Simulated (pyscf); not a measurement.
Insertion: `[SiH][Cl]` [singlet] + `[H][H]` -> `[SiH3][Cl]`

Gas phase, singlet surface, charge 0. Bonds broken: H4–H5. Bonds formed: Si1–H4, Si1–H5. Single points on ωB97X-D3(BJ)/def2-SVP structures (PySCF, gas phase).

Transition state (Å):

```xyz
5

Si     0.7093    -0.3784    -0.4822
Cl    -0.1591    -0.4131    -2.3703
H      1.1753     0.9937    -0.1512
H     -0.2442    -0.8606     0.6003
H     -0.6027     0.2276     0.3404
```

One imaginary mode, 1310i cm⁻¹; descent along it reached the two sides named.

```tsv
bond	change	reactant side (Å)	saddle	product side
H4–H5	breaks	0.770	1.175	2.436
Si1–H4	forms	2.274	1.521	1.486
Si1–H5	forms	2.352	1.663	1.486
```

Electronic energies relative to the separated reactants (kJ/mol):

```json
[
 {"level": "ωB97X-D3(BJ)/def2-TZVP", "barrier": "63.0", "reaction energy": "-226.6", "reverse barrier": "289.6"},
 {"level": "PBE/def2-TZVP", "barrier": "35.1", "reaction energy": "-202.7", "reverse barrier": "237.8"},
 {"level": "r²SCAN/def2-TZVP", "barrier": "32.3", "reaction energy": "-225.4", "reverse barrier": "257.7"},
 {"level": "B3LYP-D3(BJ)/def2-TZVP", "barrier": "62.6", "reaction energy": "-206.9", "reverse barrier": "269.5"},
 {"level": "PBE0-D3(BJ)/def2-TZVP", "barrier": "40.2", "reaction energy": "-222.2", "reverse barrier": "262.4"},
 {"level": "M06-2X/def2-TZVP", "barrier": "72.4", "reaction energy": "-206.3", "reverse barrier": "278.7"},
 {"level": "ωB97M-D3(BJ)/def2-TZVP", "barrier": "67.4", "reaction energy": "-207.2", "reverse barrier": "274.6"},
 {"level": "HF/def2-TZVP", "barrier": "125.4", "reaction energy": "-227.3", "reverse barrier": "352.6"}
]
```

With ωB97M-D3(BJ)/def2-TZVP energies and thermal terms (ideal gas, 1 atm, RRHO with modes under 100 cm⁻¹ raised to 100, one conformer, R ln 2 for chiral ones without a mode under 150 cm⁻¹), in kJ/mol:

| T (K) | ΔH‡ | ΔG‡ | ΔH | ΔG |
|---|---|---|---|---|
| 298 | 70.6 | 105.0 | -192.2 | -153.0 |
| 600 | 67.0 | 141.5 | -195.4 | -111.8 |
| 900 | 66.2 | 178.9 | -195.2 | -69.9 |
| 1200 | 66.9 | 216.4 | -193.2 | -28.4 |

One saddle was located; it need not be the lowest between these sides.
